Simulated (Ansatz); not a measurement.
# H₂S (triplet): correlated methods under varied settings at distance H1–H2 along a hydrogen transfer = 0.936 Å

Aim: run H₂S (triplet) at one geometry under a spread of methods and options, and see what each costs and gives.

Program: Ansatz 0.2.0, Gaussian basis. Level of theory: the settings change from run to run. These are calculated values, not measurements.

7 further runs of the same task are left out: 7 that didn't finish.

## 1. The geometry

The geometry derives from fragments relaxed apart (PBE0/def2-TZVP) and kept rigid, so it is no stationary point. A hydrogen atom is moved between rigid fragments.

3 atoms, charge 0, spin multiplicity 3.

Atoms are counted from 1 here; the program's logs count them from 0.

Bond lengths: H2–S3 1.456 Å.

## 2. CASSCF(2,3)/6-31G

Contents of in.yaml:

```yaml
crystal:
  periodic: [false, false, false]
  atoms:
    - {symbol: H, position_ang: [0.000000, 0.000000, -1.109333]}
    - {symbol: H, position_ang: [0.000000, 0.000000, -0.173333]}
    - {symbol: S, position_ang: [0.000000, 0.000000, 1.282667]}
basis:
  gaussian: {orbitals: 6-31G}
magnetization: {spin_polarized: false, initial_magnetization: 2}
correlation: {active_space: {window: {electrons: 2, orbitals: 3}, states: [{multiplicity: 3, weights: [1, 1]}], root: 0}}
accuracy: high
scf: {lower_state_search: off}
output: {forces: true}
```

Run with:

```console
$ ansatz run in.yaml --threads 1 --pin off --events-out ev --progress --plain --max-ram 2393MiB
```

Standard output:

```text
Functional definition: HF
  name "HF"
  cite "Fock, Z. Phys. 61, 126 (1930) doi:10.1007/BF01340294"
  parent pbe
  exchange = exact_x
  correlation = 0
these checks for a lower state are left out or cut short: stability, starts, cluster_reference, orbital_swaps, neighbouring_geometries, increment
332 factors; integrals over basis functions are off by at most 3.7e-9 eV
mean field evaluation 1: about -10844.0791 eV, gradient 7.3e0 eV
mean field evaluation 2: about -10844.0814 eV, gradient 7.3e0 eV
mean field evaluation 4: about -10844.3764 eV, gradient 2.8e-1 eV
mean field evaluation 8: about -10844.3768 eV, gradient 1.7e-6 eV
mean field -10844.37680192 eV, -398.5234968880 hartree, gradient 1.5e-8 eV, S^2 2.000000; 0 other end points of the search recorded, 0 dependent functions left out
reference -10844.37680192 eV, -398.5234968880 hartree; 10, 8 occupied and 7, 9 virtual orbitals, 332 factors
state -10844.35252314 eV, -398.5226046593 hartree
state -10834.43127027 eV, -398.1580053412 hartree
the calculation of the forces begins
Total energy: -10844.35252314 eV, -398.5226046593 hartree
Atom 0 at     0.000000     0.000000    -1.109333 Å, force     0.000000    -0.000000     0.414189 eV/Å
Atom 1 at     0.000000     0.000000    -0.173333 Å, force     0.000000     0.000000    -3.087245 eV/Å
Atom 2 at     0.000000     0.000000     1.282667 Å, force    -0.000000     0.000000     2.673056 eV/Å
Dipole moment:     0.000000     0.000000    -0.202370 e Å
Checks for a lower state left out: stability, starts, cluster_reference, orbital_swaps, neighbouring_geometries, increment
```

Wall time 0.24 s (1 thread of Intel Xeon Platinum 8488C, shared host).

From the report: 9 determinants; active occupations (of the averaged states) 1.00, 0.50, 0.50.

## 3. CASSCF(4,7)/6-31G

Edit in.yaml of step 2 so:

```diff
@@ -9,4 +9,3 @@
 magnetization: {spin_polarized: false, initial_magnetization: 2}
-correlation: {active_space: {window: {electrons: 2, orbitals: 3}, states: [{multiplicity: 3, weights: [1, 1]}], root: 0}}
-accuracy: high
+correlation: {active_space: {window: {electrons: 4, orbitals: 7}}}
 scf: {lower_state_search: off}
```

Same command.

Standard output (excerpt; [...] marks lines left out):

```text
Functional definition: HF
  name "HF"
  cite "Fock, Z. Phys. 61, 126 (1930) doi:10.1007/BF01340294"
  parent pbe
[...]
204 factors; integrals over basis functions are off by at most 6.3e-4 eV
[...]
mean field -10844.37673363 eV, -398.5234943785 hartree, gradient 1.9e-6 eV, S^2 2.000000; 0 other end points of the search recorded, 0 dependent functions left out
reference -10844.37673363 eV, -398.5234943785 hartree; 10, 8 occupied and 7, 9 virtual orbitals, 204 factors
state -10844.67312970 eV, -398.5343867329 hartree
[...]
Total energy: -10844.67312970 eV, -398.5343867329 hartree
Atom 0 at     0.000000     0.000000    -1.109333 Å, force     0.000000    -0.000000     0.651536 eV/Å
Atom 1 at     0.000000     0.000000    -0.173333 Å, force    -0.000000    -0.000000    -3.485547 eV/Å
Atom 2 at     0.000000     0.000000     1.282667 Å, force    -0.000000     0.000000     2.834011 eV/Å
Dipole moment:     0.000000     0.000000    -0.201180 e Å
Checks for a lower state left out: stability, starts, cluster_reference, orbital_swaps, neighbouring_geometries, increment
```

It took 0.18 s on 1 thread of Intel Xeon Platinum 8488C, shared host.

From the report: 441 determinants; active occupations 1.99, 1.00, 1.00, 0.01, 0.00, 0.00, 0.00.

## 4. CCSD(T) on ROHF/def2-SVPD

Contents of in.yaml:

```yaml
crystal:
  periodic: [false, false, false]
  atoms:
    - {symbol: H, position_ang: [0.000000, 0.000000, -1.109333]}
    - {symbol: H, position_ang: [0.000000, 0.000000, -0.173333]}
    - {symbol: S, position_ang: [0.000000, 0.000000, 1.282667]}
basis:
  gaussian: {orbitals: def2-SVPD}
magnetization: {spin_polarized: false, initial_magnetization: 2}
correlation: {method: ccsd_t, electrons: all}
```

The command is unchanged.

Standard output (excerpt; [...] marks lines left out):

```text
Functional definition: HF
  name "HF"
  cite "Fock, Z. Phys. 61, 126 (1930) doi:10.1007/BF01340294"
  parent pbe
[...]
405 factors; integrals over basis functions are off by at most 9.6e-4 eV
[...]
mean field -10842.01594045 eV, -398.4367368291 hartree, gradient 9.5e-6 eV, S^2 2.000000; 5 other end points of the search recorded, 0 dependent functions left out
determinant -10842.01594045 eV, -398.4367368291 hartree, with singles and doubles -10846.89028709 eV, -398.6158657641 hartree
determinant -10840.58491149 eV, -398.3841474851 hartree, with singles and doubles -10845.28705116 eV, -398.5569479304 hartree
reference -10842.01594045 eV, -398.4367368291 hartree; 10, 8 occupied and 33, 35 virtual orbitals, 405 factors
second order -4.04236245 eV of doubles, -0.18527408 eV of singles
cycle   1  -4.85603800 eV  change   -1.8e-1 eV  update   1.6e-2
[...]
cycle   8  -4.86558170 eV  change   -5.4e-6 eV  update   8.8e-6
perturbative correction -0.12389210 eV, -0.0045529509 hartree
Total energy: -10847.00541425 eV, -398.6200966094 hartree
```

Run time: 1.6 s. Hardware: 1 thread of Intel Xeon Platinum 8488C, shared host.

From the report: correlation -4.9895 eV; T1 0.017; largest double amplitude 0.05.

## 5. CCSDT(Q) on ROHF/6-31G

Edit in.yaml of step 4 so:

```diff
@@ -7,4 +7,6 @@
 basis:
-  gaussian: {orbitals: def2-SVPD}
+  gaussian: {orbitals: 6-31G}
 magnetization: {spin_polarized: false, initial_magnetization: 2}
-correlation: {method: ccsd_t, electrons: all}
+correlation: {method: ccsdt_q, electrons: outside_noble_gas}
+scf: {lower_state_search: light}
+output: {forces: true}
```

Launched as before.

Standard output (excerpt; [...] marks lines left out):

```text
Functional definition: HF
  name "HF"
  cite "Fock, Z. Phys. 61, 126 (1930) doi:10.1007/BF01340294"
  parent pbe
[...]
324 factors; integrals over basis functions are off by at most 5.8e-8 eV
[...]
mean field -10844.37680191 eV, -398.5234968876 hartree, gradient 1.7e-6 eV, S^2 2.000000; 5 other end points of the search recorded, 0 dependent functions left out
[...]
determinant -10844.37680191 eV, -398.5234968876 hartree, with singles and doubles -10846.12195239 eV, -398.5876299849 hartree
determinant -10842.97952389 eV, -398.4721478675 hartree, with singles and doubles -10844.37453115 eV, -398.5234134385 hartree
5 core orbitals not correlated: weight in the atoms' cores, before any rotation towards them, 1.000 or more for the frozen orbitals, at most 0.000 for the correlated occupied ones
reference -10844.37680191 eV, -398.5234968876 hartree; 5, 3 occupied and 7, 9 virtual orbitals, 324 factors
second order -1.22224299 eV of doubles, -0.13627494 eV of singles
cycle   1  -1.62652533 eV  change   -2.6e-1 eV  update   4.3e-2
[...]
cycle  11  -1.76495196 eV  change   -3.0e-7 eV  update   5.6e-7
perturbative correction -0.00057690 eV, -0.0000212008 hartree
[...]
Total energy: -10846.14233077 eV, -398.5883788766 hartree
Atom 0 at     0.000000     0.000000    -1.109333 Å, force    -0.000000    -0.000000     0.051004 eV/Å
Atom 1 at     0.000000     0.000000    -0.173333 Å, force     0.000000     0.000000    -3.159302 eV/Å
Atom 2 at     0.000000     0.000000     1.282667 Å, force     0.000000     0.000000     3.108298 eV/Å
Dipole moment:    -0.000000     0.000000    -0.183877 e Å
```

Run time: 4.7 s. Hardware: 1 thread of Intel Xeon Platinum 8488C, shared host.

From the report: correlation -1.7655 eV; T1 0.022; largest double amplitude 0.09.

## 6. All runs side by side

Where basis and cores are those of an earlier FCI/6-31G run (-10846.1426 eV), and the state is the same kind, the miss against it is given.

| level | correlated | functions | energy (eV) | from FCI (meV) | time |
| --- | --- | --- | --- | --- | --- |
| CASSCF(2,3)/6-31G (lowest root of an average) |  | 17 | -10844.3525 |  | 0.24 s |
| CASSCF(4,7)/6-31G |  | 17 | -10844.6731 | 1469.4 | 0.18 s |
| CCSD(T) on ROHF/def2-SVPD | all | 43 | -10847.0054 |  | 1.6 s |
| CCSDT(Q) on ROHF/6-31G | outside noble gas | 17 | -10846.1423 | 0.2 | 4.7 s |

## 7. Outcome

```
quantity                          value
    runs                              4
quickest      CASSCF(4,7)/6-31G, 0.18 s
 slowest  CCSDT(Q) on ROHF/6-31G, 4.7 s
```

What this shows: Total energies in different bases, with other cores or another treatment of relativity can't be set against each other. CCSDT(Q) on ROHF/6-31G took 26 times as long as CASSCF(4,7)/6-31G; the jobs differ in more than the method. Hartree-Fock, CASSCF and CASCI lack dynamic correlation by design.
